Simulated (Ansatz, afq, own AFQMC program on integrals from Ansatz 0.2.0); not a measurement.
## Where AFQMC and coupled cluster stand for HBrO, triplet

```yaml
atoms:
  - { symbol: Br, position_ang: [0.0000, 0.0000, -1.7387] }
  - { symbol: H, position_ang: [0.0000, 0.0000, 0.3743] }
  - { symbol: O, position_ang: [0.0000, 0.0000, 1.3643] }
```

Connectivity, by distances: Br ··· OH.

Basis cc-pVTZ. Only valence electrons are correlated. Ansatz 0.2.0 and our own AFQMC program on the same integrals; the CISD trial comes from CCSD amplitudes, and released means the phaseless constraint is let go. ± is one standard error of the sampling. No spin–orbit coupling.

Determinant: UHF, the one that the program's search chose, which needn't be the lowest solution. The geometry is a point of a scan.

No full CI on the walks' own integrals is used here; CCSDT(Q) serves as the reference and is uncertain by about the last step of the cluster series.

Cautions: no relativity below Rb; no spin-orbit coupling; inner d shell frozen; lower spins were not checked.

```
T1 diagnostic                               : 0.0090
weight of the determinant in the CISD state : 0.889
⟨S²⟩ of the determinant                     : 2.015
size of the correlated space                : 14 electrons in 72 orbitals
```

Reference: CCSDT(Q), correlation energy -10.424 eV. The released energy is read at 1.62 1/Eh, later times being too noisy (meV from the phaseless value at times in 1/Eh: -2 ± 5 at 0.24, -17 ± 9 at 0.51, -19 ± 6 at 0.99, -11 ± 8 at 1.62, -15 ± 10 at 2.40).

| level | E − E(reference) (mEh) | share of correlation (%) |
| --- | --- | --- |
| HF | 383.09 | 0.00 |
| MP2 | 44.21 | 88.46 |
| CCSD | 11.72 | 96.94 |
| CCSD(T) | 1.34 | 99.65 |
| CCSDT | 0.40 | 99.90 |
| ph-AFQMC/CISD | 0.68 ± 0.16 | 99.82 |
| released AFQMC | 0.28 ± 0.30 | 99.93 |

A walk keeps the symmetry of its determinant, which the program's search chose and which needn't be the lowest solution, so a lower state of the same spin and another symmetry isn't excluded. Released energies are given only where the last usable release times agree within the noise; a slower fall can still hide under it.
